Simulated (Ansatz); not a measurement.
This geometry of AlH8NSi (11 atoms, charge 0, multiplicity 1) is a first-order saddle point.

These are results of Ansatz, RKS BLYP/6-31G*, not measurements.

```xyz
11
Properties=species:S:1:pos:R:3
Al 0.063 -0.523 -0.187
H -0.509 0.464 1.223
H 1.549 -0.076 -0.542
H -1.150 -0.628 -1.215
N -0.067 -1.824 1.286
H -0.935 -2.376 1.266
Si 1.254 -2.594 2.190
H 1.969 -3.642 1.392
H 2.228 -1.521 2.553
H 0.722 -3.236 3.433
H -0.400 -0.494 1.583
```

(1) Which two structures does it join? (They come from a converged band through this point; their orientation in space is the band's.)

(2) How far does it lie above each of them?

Results:

(1) Bonds broken: Al1–H2, N5–H11. Bonds formed: H2–H11. AlH8NSi becomes AlH6NSi + H2.

Initial state:

```xyz
11
Properties=species:S:1:pos:R:3
Al 0.103 -0.235 -0.019
H -0.207 1.068 0.880
H 1.650 -0.557 -0.346
H -0.989 -0.663 -1.125
N -0.263 -1.746 1.434
H -0.858 -2.452 0.979
Si 1.255 -2.495 2.123
H 1.873 -3.282 1.024
H 2.112 -1.383 2.609
H 0.890 -3.398 3.261
H -0.843 -1.307 2.162
```

Final state:

```xyz
11
Properties=species:S:1:pos:R:3
Al 0.511 -0.883 -0.518
H -1.796 1.100 2.602
H 1.908 -0.124 -0.593
H -0.728 -0.616 -1.485
N 0.285 -2.149 0.759
H -0.634 -2.608 0.758
Si 1.400 -2.770 1.970
H 1.727 -4.220 1.762
H 2.660 -1.973 1.869
H 0.853 -2.645 3.363
H -1.460 0.439 2.495
```

(2) 26.3 kcal/mol above the first and 24.2 kcal/mol above the second. This is the barrier of this one path; another mechanism may lie lower. The orbitals stay closed-shell, which can raise the energy where a bond breaks towards radicals; this wasn't checked here.

The run took 4.7 min on 1 thread of Arm Neoverse V2 (shared host), peak memory 0.11 GiB.
